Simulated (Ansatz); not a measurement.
`FC1C=C1S`, relaxed with RKS PBE0-D4/def2-TZVP in the Gaussian-basis code of Ansatz from a PBE-D4/def2-SVP geometry. The force threshold is 0.005 eV/Å; the program also tests the step.

The species carries charge 0 and has multiplicity 1.

Start:

```xyz
8

F    -1.590    1.131    0.288
C    -0.266    0.876   -0.055
C     0.669    0.353    0.958
C     0.247   -0.511    0.039
S     0.232   -2.121   -0.572
H     0.020    1.572   -0.870
H     1.251    0.557    1.862
H    -0.561   -1.858   -1.650
```

(1) How much energy does the relaxation release, and in how many steps? (Best estimate.)

(2) Which bonds change most? (An estimate is asked.)

(3) Give the relaxed structure. (Estimate.)

Answers

(1) The calculation gave: 4.96 kJ/mol, in 6 steps.

(2) The calculation gave: C3–C4 from 1.330 to 1.307 Å; C2–H6 from 1.110 to 1.088 Å; S5–H8 from 1.364 to 1.343 Å; C2–C4 from 1.482 to 1.461 Å.

(3) Computed: 
```xyz
8

F    -1.574    1.112    0.287
C    -0.254    0.866   -0.060
C     0.660    0.348    0.946
C     0.246   -0.503    0.043
S     0.225   -2.096   -0.565
H     0.018    1.555   -0.857
H     1.232    0.550    1.835
H    -0.554   -1.833   -1.628
```
